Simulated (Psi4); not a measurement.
# MP3/def2-TZVPPD run of BH3 (borane)

What is the energy change on altering one bond length of BH3 (borane) at MP3/def2-TZVPPD? 

The results are computed with Psi4 1.11.

2 further runs of the same task are left out: 2 set aside as unsound or not needed.

**1. The structure to begin with**

BH3 has 4 atoms, charge 0, and is taken as a singlet. SMILES: `B`. The coordinates come from a PBE0-D4/def2-TZVP relaxation.

Bond lengths: B1–H2 1.193 Å, B1–H3 1.193 Å, B1–H4 1.193 Å. Angles: H2–B1–H3 120.0°, H2–B1–H4 120.0°, H3–B1–H4 120.0°.

**2. The energy at MP3/def2-TZVPPD**

job.dat reads:

```
memory 1600 MB

molecule {
  0 1
  B      0.013900    -0.015100    -0.005100
  H      0.982200     0.381700     0.568800
  H     -0.276200    -1.171800     0.043000
  H     -0.664400     0.744900    -0.626900
  symmetry c1
}

set {
  basis           def2-TZVPPD
  puream          true
  e_convergence   1e-09
  d_convergence   1e-08
  scf_type        pk
  num_frozen_docc 1
  mp_type         conv
}

E, wfn = energy("mp3", return_wfn=True)
```

On the command line:

```console
psi4 -n 1 job.dat job.out
```

job.out:

```text
[...]
  Running in c1 symmetry.
[...]
  Nuclear repulsion =    7.418838234776623
[...]
  Multiplicity = 1
[...]
  Nalpha       = 4
  Nbeta        = 4
[...]
    Number of basis functions: 88
[...]
   @RHF iter   1:   -26.39317384276491   -7.29914e-01   9.96392e-04 ADIIS/DIIS
[...]
   @RHF iter   7:   -26.40065588376996   -4.03162e-11   5.91534e-09 DIIS
[...]
    Orbital Energies [Eh]
    ---------------------
    Doubly Occupied:
       1A     -7.612650     2A     -0.703485     3A     -0.497814
       4A     -0.497803
[...]
  @RHF Final Energy:   -26.40065588376996
   => Energetics <=
    Nuclear Repulsion Energy =              7.4188382347766231
    One-Electron Energy =                 -49.0154849169014000
    Two-Electron Energy =                  15.1959907983548153
    Total Energy =                        -26.4006558837699643
[...]
 Multipole Moments:
 ------------------------------------------------------------------------------------
     Multipole            Electronic (a.u.)      Nuclear  (a.u.)        Total (a.u.)
 ------------------------------------------------------------------------------------
 L = 1.  Multiply by 2.5417464519 to convert [e a0] to [Debye]
 Dipole X            :          0.0001064           -0.0000804            0.0000260
 Dipole Y            :         -0.0000944            0.0000804           -0.0000140
 Dipole Z            :         -0.0002294            0.0001608           -0.0000686
 Magnitude           :                                                    0.0000746
[...]
	SCS-MP2 Total Energy (a.u.)        :   -26.52708878471949
	SOS-MP2 Total Energy (a.u.)        :   -26.53353953834298
[...]
	SOS-PI-MP2 Total Energy (a.u.)     :   -26.54376135792552
[...]
	MP2 Total Energy (a.u.)            :   -26.51418727747252
[...]
	SCS-MP3 Total Energy (a.u.)        :   -26.53163556631274
[...]
	MP3 Total Energy (a.u.)            :   -26.53237440384552
[...]
```

Wall time 13 s (1 thread of Intel Xeon Platinum 8259CL at 2.50GHz (Skylake/Cascade Lake), shared host); peak memory 0.96 GiB.

**3. The distorted shape**

calc.py reads:

```python
import psi4

psi4.set_memory('1600 MB')
psi4.set_num_threads(1)
psi4.set_output_file('bh3.out', False)

m = psi4.geometry("""
0 1
B      0.158940     0.563211    -0.029148
H      1.127240     0.960011     0.544752
H     -0.276200    -1.171800     0.043000
H     -0.519360     1.323211    -0.650948
units angstrom
symmetry c1
no_reorient
no_com
""")

options = {'basis': 'def2-TZVPPD', 'puream': True, 'e_convergence': 1e-09, 'd_convergence': 1e-08, 'scf_type': 'pk', 'num_frozen_docc': 1, 'mp_type': 'conv'}
psi4.set_options(options)

energy_value = psi4.energy("mp3")
print(f'total energy {energy_value:.8f} hartree = {energy_value * 27.211386:.5f} eV')
```

On the command line:

```console
python calc.py
```

bh3.out:

```text
[...]
  Running in c1 symmetry.
[...]
  Nuclear repulsion =    6.574802654376959
[...]
  Multiplicity = 1
[...]
  Nalpha       = 4
  Nbeta        = 4
[...]
    Number of basis functions: 88
[...]
   @RHF iter   1:   -26.31843300290401   -7.87932e-01   9.15981e-04 DIIS/ADIIS
[...]
   @RHF iter   8:   -26.32672591227606   -2.17106e-11   4.74539e-09 DIIS
[...]
    Orbital Energies [Eh]
    ---------------------
    Doubly Occupied:
       1A     -7.679218     2A     -0.696944     3A     -0.523274
       4A     -0.407198
[...]
  @RHF Final Energy:   -26.32672591227606
   => Energetics <=
    Nuclear Repulsion Energy =              6.5748026543769589
    One-Electron Energy =                 -47.1897878868251439
    Two-Electron Energy =                  14.2882593201721200
    Total Energy =                        -26.3267259122760642
[...]
 Multipole Moments:
 ------------------------------------------------------------------------------------
     Multipole            Electronic (a.u.)      Nuclear  (a.u.)        Total (a.u.)
 ------------------------------------------------------------------------------------
 L = 1.  Multiply by 2.5417464519 to convert [e a0] to [Debye]
 Dipole X            :         -2.0148560            2.1285497            0.1136937
 Dipole Y            :         -6.9685901            7.4218559            0.4532658
 Dipole Z            :          0.3759378           -0.3948318           -0.0188940
 Magnitude           :                                                    0.4676891
[...]
	SCS-MP2 Total Energy (a.u.)        :   -26.45587562631786
	SOS-MP2 Total Energy (a.u.)        :   -26.46277943380628
[...]
	SOS-PI-MP2 Total Energy (a.u.)     :   -26.47324508930860
[...]
	MP2 Total Energy (a.u.)            :   -26.44206801134104
[...]
	SCS-MP3 Total Energy (a.u.)        :   -26.46086154699570
[...]
	MP3 Total Energy (a.u.)            :   -26.46201169405239
[...]
```

On the terminal:

```text
total energy -26.46201169 hartree = -720.06801 eV
```

Wall time 13 s (1 thread of Intel Xeon Platinum 8259CL at 2.50GHz (Skylake/Cascade Lake), shared host); peak memory 0.96 GiB.

**4. Summary of results**

Level: MP3/def2-TZVPPD, 1 core orbital frozen.

```
                                                         quantity         value
                                        first shape: total energy  -26.53237 Eh
                 first shape: HOMO energy (Hartree–Fock orbitals)     -13.55 eV
                 first shape: LUMO energy (Hartree–Fock orbitals)       1.31 eV
               first shape: HOMO–LUMO gap (Hartree–Fock orbitals)      14.85 eV
          first shape: correlation energy (1 core orbital frozen)    -131.7 mEh
                                    distorted shape: total energy  -26.46201 Eh
             distorted shape: HOMO energy (Hartree–Fock orbitals)     -11.08 eV
             distorted shape: LUMO energy (Hartree–Fock orbitals)       1.15 eV
           distorted shape: HOMO–LUMO gap (Hartree–Fock orbitals)      12.23 eV
      distorted shape: correlation energy (1 core orbital frozen)    -135.3 mEh
energy change with the B1–H3 bond stretched from 1.193 to 1.790 Å      1.915 eV
```

What this shows: With the B1–H3 bond stretched from 1.193 to 1.790 Å the energy rises by 1.91 eV (185 kJ/mol). The first shape isn't relaxed at this level, so the change isn't measured from a minimum.
